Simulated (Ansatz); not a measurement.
**How far each method lies from UCCSDT(Q) for Si2H2 (H-bridged), triplet**

Geometry: that of the Si2H2 (H-bridged), singlet, kept fixed.

```yaml
atoms:
  - { symbol: Si, position_ang: [0.0000, 0.0641, 1.0054] }
  - { symbol: Si, position_ang: [0.0000, -0.0046, -1.0948] }
  - { symbol: H, position_ang: [0.0000, -0.3818, 2.4302] }
  - { symbol: H, position_ang: [0.0000, -1.2748, 0.0623] }
```

Basis cc-pVTZ; Ansatz 0.2.0. Only valence electrons are correlated (noble-gas cores frozen), which leaves 10 electrons in 86 orbitals. Prefix R: restricted or restricted open-shell reference; prefix U: unrestricted. Active spaces: valence = (10e, 10o) chosen from the atoms' valence shells.

Full CI isn't at hand for all of this; UCCSDT(Q) serves as the reference, and is uncertain by the last step of the cluster series or more. The frozen core follows each run's orbitals, which can shift R against U totals by a few meV.

HF rows: RHF is the determinant under the cluster runs. Coupled cluster chose its determinant by a search with trial CCSD, here up to 0.13 eV above the lowest Hartree–Fock solution of its kind, and MP2 stands on that determinant too.

The UHF ⟨S²⟩ is 2.070 and the ⟨S²⟩ of the determinant under UCCSD is 2.072. The T1 diagnostic (RCCSD) is 0.0459. The largest doubles amplitude (RCCSD) is 0.045 and the T1 diagnostic (UCCSD) is 0.0302.

| level | E − E(UCCSDT(Q)) (meV) | share of correlation (%) | wall time |
| --- | --- | --- | --- |
| RHF | 7074 | 0.00 | – |
| RMP2 | 1383 | 80.46 | – |
| UMP2 | 1441 | 79.63 | – |
| RCCSD | 434 | 93.86 | – |
| UCCSD | 424 | 94.00 | – |
| RCCSD(T) | 78 | 98.90 | 24 s (H100) |
| UCCSD(T) | 81 | 98.85 | 16 s (H100) |
| BCCD(T) | 78 | 98.90 | 18 s (H100) |
| RCCSDT | 28 | 99.61 | – |
| UCCSDT | 25 | 99.64 | – |
| RCCSDT(Q) | 2 | 99.98 | 24 s (H100) |

The correlation energy at UCCSDT(Q), counted from RHF, is -7.074 eV. That run took 26 s on 2 threads of AMD EPYC 7R13 with a shared H100 80 GB, shared host.

Run but not shown, since their state, orbitals or frozen core can't be matched to the reference's or they repeat it: UHF, CASSCF (valence space), NEVPT2 (valence space), MRCISD (valence space), MRCISD+Q (valence space).

Times hold each run's SCF and search for its determinant on a shared host, so for small cases they say little of a method's own cost.

Natural occupations of CASSCF (valence space) about the gap: 1.988 1.974 1.958 1.926 0.998 0.996 0.053 0.051 0.038 0.017; effectively unpaired electrons, Σ n²(2−n)², 2.06.
